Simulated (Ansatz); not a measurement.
## Ansatz (development build ahead of 0.2.0) run

```yaml
crystal:
  periodic: [false, false, false]
  atoms:
    - { symbol: H, position_ang: [2.02194, -0.48923, -0.00071] }
    - { symbol: C, position_ang: [1.17294, 0.1953, 0.0] }
    - { symbol: O, position_ang: [0.0, -0.58914, 2.0e-05] }
    - { symbol: C, position_ang: [-1.17294, 0.1953, 0.0] }
    - { symbol: H, position_ang: [-2.02194, -0.48923, -0.00106] }
    - { symbol: H, position_ang: [1.23375, 0.83653, 0.89242] }
    - { symbol: H, position_ang: [1.23301, 0.83748, -0.89177] }
    - { symbol: H, position_ang: [-1.23391, 0.83628, 0.89258] }
    - { symbol: H, position_ang: [-1.23283, 0.83774, -0.8916] }
basis:
  gaussian: { orbitals: cc-pVTZ }
hamiltonian:
  xc: hf
correlation:
  method: mp2
  frozen_orbitals: { C: 1, H: 0, O: 1 }
```

The input is written out in the form of the current development build from the run's settings.

Output:

* Converged: yes
* Reference energy: -154.12585 hartree
* Correlation energy: -0.59842 hartree
* Total energy: -154.72427 hartree
* Spin squared of the determinant: 0.000
* Stability test: minimum among restricted orbitals
